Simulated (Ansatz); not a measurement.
Geometry optimisation, RKS PBE/def2-SVP (Ansatz).

Input:

```yaml
crystal:
  periodic: [false, false, false]
  atoms:
    - { symbol: B, position_ang: [0.0, 0.0, 0.0] }
    - { symbol: Cl, position_ang: [0.0, 0.0, 2.21] }
    - { symbol: H, position_ang: [1.0305, 0.0, -0.595] }
    - { symbol: H, position_ang: [-1.0305, 0.0, -0.595] }
    - { symbol: F, position_ang: [0.0677, -1.5359, 0.5108] }
    - { symbol: H, position_ang: [0.0526, -1.1933, 1.5499] }
basis:
  gaussian: { orbitals: def2-SVP }
hamiltonian:
  xc: pbe
relax:
  f_tol: 0.15
  max_steps: 25
  restrain:
    - { distance: [0, 4], at: 1.32, k: 30.0 }
    - { distance: [5, 1], at: 1.37, k: 30.0 }
    - { distance: [0, 1], at: 3.06, k: 30.0 }
    - { distance: [5, 4], at: 2.12, k: 30.0 }
```

Command:

```bash
$ ansatz run input.yaml --threads 1 --pin off --max-ram 2048MiB --backend cpu --events-out ev --progress --plain --runs-dir out
```

**Question.** Where does it end, and by what steps?

**Answer.** The forces met the threshold. The restraints hold the end off the free minimum. After 7 steps the energy has fallen by 1.884 eV (the restraints' own energy left out); B1 moved furthest, 0.54 Å.

```csv
step,energy less start (eV),largest force component (eV/Å),accepted
0,0.0000,4.519,yes
1,-0.7206,4.198,yes
2,-1.4417,2.858,yes
3,-1.8114,1.779,yes
4,-1.8643,0.807,yes
5,-1.8083,1.385,no
6,-1.8771,0.875,yes
7,-1.8838,0.917,yes
```

```xyz
6
Properties=species:S:1:pos:R:3
B 0.017 -0.366 -0.403
Cl 0.011 0.092 2.621
H 1.084 0.175 -0.621
H -1.074 0.130 -0.612
F 0.045 -1.630 0.017
H 0.037 -1.130 2.080
```

The run took 12 s on 1 thread of Arm Neoverse V1 (shared host), peak memory 0.12 GiB.
